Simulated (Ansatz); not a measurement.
Ansatz (a quantum-chemistry and plane-wave program) input (MP2/LANL2DZ): The .json file is the Basis Set Exchange's LANL2DZ.

Ansatz 0.2 input:
```yaml
crystal:
  periodic: [false, false, false]
  atoms:
    - {symbol: Li, position_ang: [-0.00000000, -0.00000000, -1.22205568]}
    - {symbol: F, position_ang: [0.00000000, 0.00000000, 0.40735189]}
basis:
  gaussian:
    orbitals: LANL2DZ.json
total_charge: -1
magnetization: {spin_polarized: true, initial_magnetization: 1}
correlation: {method: mp2, electrons: outside_noble_gas}
```

From the last part of the output:

```
WARN ansatz: RAYON_NUM_THREADS=1 ignored (pool sized by the plan → 1); use --threads N
Functional definition: HF
integrals: 0.00 GiB planned
199 factors; integrals over basis functions are off by at most 2.2e-4 eV
mean field: 0.04 GiB planned
mean field evaluation 1: about -2908.4122 eV, gradient 2.2e1 eV
mean field evaluation 2: about -2908.4711 eV, gradient 2.2e1 eV
mean field evaluation 4: about -2910.5712 eV, gradient 2.0e0 eV
mean field evaluation 8: about -2910.6532 eV, gradient 1.3e-3 eV
mean field evaluation 16: about -2910.6529 eV, gradient 3.0e-1 eV
mean field evaluation 32: about -2909.1425 eV, gradient 4.0e-1 eV
mean field -2910.65319332 eV, -106.9645319430 hartree, gradient 1.5e-6 eV, S^2 0.750262; 4 other end points of the search recorded, 0 dependent functions left out
2 core orbitals not correlated
reference -2910.65319332 eV, -106.9645319430 hartree; 5, 4 occupied and 11, 12 virtual orbitals, 199 factors
second order -3.50337765 eV of doubles, -0.00000000 eV of singles
Total energy: -2914.15657097 eV, -107.0932786968 hartree
```

The dipole moment of an ion depends on the origin.
